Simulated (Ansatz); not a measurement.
We consider 1T (CdI2-type) PtS₂, described by r²SCAN+rVV10 (PAW; Ansatz, a quantum-chemistry and plane-wave program).

Run with plane-wave cutoff 560 eV, 12×12×8 k mesh (along the axes of the cell as run), Fermi–Dirac smearing 0.01 eV, scalar-relativistic PAW data made under PBE.

Cell (relaxed at this level):

Space group P-3m1 (No. 164); a = b = 3.5524 Å, c = 5.1259 Å, α = β = 90.00°, γ = 120.00°

| atom | site | symmetry | x | y | z |
|---|---|---|---|---|---|
| Pt | 1a | -3m. | 0.0000 | 0.0000 | 0.0000 |
| S | 2d | 3m. | 0.3333 | 0.6667 | 0.2391 |

What does this level give for the bulk modulus B0, band gap, smallest direct gap on the k points sampled and direct gap at Γ?


- bulk modulus B0 = 23.7 GPa
- band gap = 0.91 eV
- smallest direct gap on the k points sampled = 1.05 eV
- direct gap at Γ = 2.30 eV

Measured, for comparison: band gap 0.7 eV (temperature not stated, not corrected to a static lattice, bulk, cited; as tabulated in Two-dimensional noble-metal chalcogenides and phosphochalcogenides, Angew. …).

Note: the bulk modulus comes from volumes at which shape and atoms were relaxed.

Spin–orbit coupling is not included.

Computed values are for the static lattice.
